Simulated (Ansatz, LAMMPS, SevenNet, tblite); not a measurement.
# Diamond-structure Si: properties by level of theory

Reference values: lattice constant a 5.421 Å (measured, static lattice: zero-point anharmonic expansion removed; as tabulated in Mejia-Rodriguez and Trickey (2018), arXiv:1807.09216); zone-centre TO phonon frequency 525 cm⁻¹ (measured, low temperature, zero-point motion not removed; as tabulated in Tanner et al. (2021), arXiv:2110.11888); elastic constant C11 168 GPa (measured, low temperature, zero-point motion not removed; as tabulated in Tanner et al. (2021), arXiv:2110.11888); elastic constant C44 80.2 GPa (measured, low temperature, zero-point motion not removed; as tabulated in Tanner et al. (2021), arXiv:2110.11888).

```
level (code)                          lattice constant a (Å)  zone-centre TO phonon frequency (cm⁻¹)  elastic constant C11 (GPa)  elastic constant C44 (GPa)
------------------------------------  ----------------------  --------------------------------------  --------------------------  --------------------------
Tersoff SiCGe.tersoff-Si(C) (LAMMPS)                   5.432                                     536                         143                        69.0
GFN1-xTB (tblite)                                      5.603                                     440                         128                        57.1
GFN2-xTB (tblite)                                      5.390                                     493                         155                        59.6
SevenNet-0                                             5.463                                     417                         152                        57.9
SevenNet-l3i5                                          5.467                                     427                         142                        57.4
r²SCAN0 (Ansatz)                                       5.426                                     537                         178                        85.8
```

Differences from the reference values (errors of the level alone only where the reference is corrected to a static lattice):

```json
[
 {"level": "Tersoff SiCGe.tersoff-Si(C)", "lattice constant a (%)": "+0.20", "zone-centre TO phonon frequency (%)": "+2.1", "elastic constant C11 (%)": "-14.9", "elastic constant C44 (%)": "-14.0"},
 {"level": "GFN1-xTB", "lattice constant a (%)": "+3.36", "zone-centre TO phonon frequency (%)": "-16.2", "elastic constant C11 (%)": "-24", "elastic constant C44 (%)": "-29"},
 {"level": "GFN2-xTB", "lattice constant a (%)": "-0.57", "zone-centre TO phonon frequency (%)": "-6.1", "elastic constant C11 (%)": "-7.7", "elastic constant C44 (%)": "-26"},
 {"level": "SevenNet-0", "lattice constant a (%)": "+0.77", "zone-centre TO phonon frequency (%)": "-21", "elastic constant C11 (%)": "-9.5", "elastic constant C44 (%)": "-28"},
 {"level": "SevenNet-l3i5", "lattice constant a (%)": "+0.85", "zone-centre TO phonon frequency (%)": "-18.7", "elastic constant C11 (%)": "-15.5", "elastic constant C44 (%)": "-28"},
 {"level": "r²SCAN0", "lattice constant a (%)": "+0.09", "zone-centre TO phonon frequency (%)": "+2.3", "elastic constant C11 (%)": "+6.0", "elastic constant C44 (%)": "+7.0"}
]
```

Nearest: lattice constant a, r²SCAN0 or Tersoff SiCGe.tersoff-Si(C); zone-centre TO phonon frequency, not ranked (one source); elastic constant C11, not ranked (one source); elastic constant C44, not ranked (one source).

Empirical potentials (Tersoff SiCGe.tersoff-Si(C)) are fitted to chosen data: where that held the value shown, agreement is built in, and what lay outside the fit can be far off. Machine-learned potentials (SevenNet-0, SevenNet-l3i5) are trained on DFT data: a solid inside that data is no test of them.

Caveats: the method was fitted mainly to molecules (GFN1-xTB, GFN2-xTB); the run uses a supercell at the zone centre in place of a k mesh (GFN1-xTB, GFN2-xTB). Ansatz's density-functional and Hartree–Fock values are scalar-relativistic unless marked +SOC, with PAW data made under PBE.

Differences are worked out from the printed values.

Ansatz is an electronic-structure program.
